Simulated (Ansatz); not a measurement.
Cartesian coordinates in Å:
```
B 0.082 0.082 1.054
B -0.515 0.770 -0.192
C 0.340 -0.578 -0.224
H 0.353 -0.118 2.184
H -1.047 1.439 -1.016
H 0.853 -1.457 -0.604
H -0.065 -0.138 -1.202
```

Total charge 0; spin multiplicity 1.

List the PBE/def2-TZVPP orbital energies in eV (the Gaussian-basis code of Ansatz). (An estimate is asked.)

Computed: Occupied: -269.98, -177.61, -176.14, -19.48, -13.26, -12.48, -10.12, -8.83, -7.47, -6.26. Lowest empty: -1.70, -0.39, 0.36, 0.62, 1.44, 1.60, 2.27, 2.68.
